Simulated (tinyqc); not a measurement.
Inside a calculation. Method: CCD on RHF in the sto-6g basis, frozen core, for HF, spin multiplicity 1. One step of it, computed by the program tinyqc.

Problem. CCD: starting amplitudes. t_ij^ab = <ij||ab> / (e_i + e_j - e_a - e_b), whose energy is MP2.

orbital energies (hartree): [-26.241226, -1.472469, -0.580285, -0.472333, -0.472333, 0.573070]

Two-electron integrals over orbitals (pq|rs), unique and non-zero (hartree); the lowest 1 orbital is frozen and left out:
```
(22|22) 0.861753    (32|22) -0.023479   (32|32) 0.156166    (33|22) 0.753006
(33|32) -0.045243   (33|33) 0.761242    (42|42) 0.182296    (43|42) -0.041052
(43|43) 0.046646    (44|22) 0.882866    (44|32) -0.076630   (44|33) 0.750009
(44|44) 0.998085    (52|52) 0.182296    (53|52) -0.041052   (53|53) 0.046646
(54|54) 0.053789    (55|22) 0.882866    (55|32) -0.076630   (55|33) 0.750009
(55|44) 0.890506    (55|55) 0.998085    (62|22) -0.127204   (62|32) -0.049323
(62|33) -0.037595   (62|44) -0.124627   (62|55) -0.124627   (62|62) 0.096331
(63|22) -0.173138   (63|32) 0.093525    (63|33) -0.121213   (63|44) -0.200162
(63|55) -0.200162   (63|62) 0.055555    (63|63) 0.181129    (64|42) -0.041115
(64|43) -0.015522   (64|64) 0.031178    (65|52) -0.041115   (65|53) -0.015522
(65|65) 0.031178    (66|22) 0.679057    (66|32) 0.069270    (66|33) 0.670236
(66|44) 0.649321    (66|55) 0.649321    (66|62) -0.066918   (66|63) -0.013382
(66|66) 0.714588
```

Give: Starting amplitudes; correlation energy.

Solution.

Starting amplitudes (spin orbitals 1a, 1b, ...; amplitudes related by a flip of all spins are not repeated):
```
from      to        t
3a 3b  6a 6b  -0.0785
2a 2b  6a 6b  -0.0235
2a 3b  6a 6b  -0.0174
5a 5b  6a 6b  -0.0149
4a 4b  6a 6b  -0.0149
```

correlation energy = -0.019350 hartree
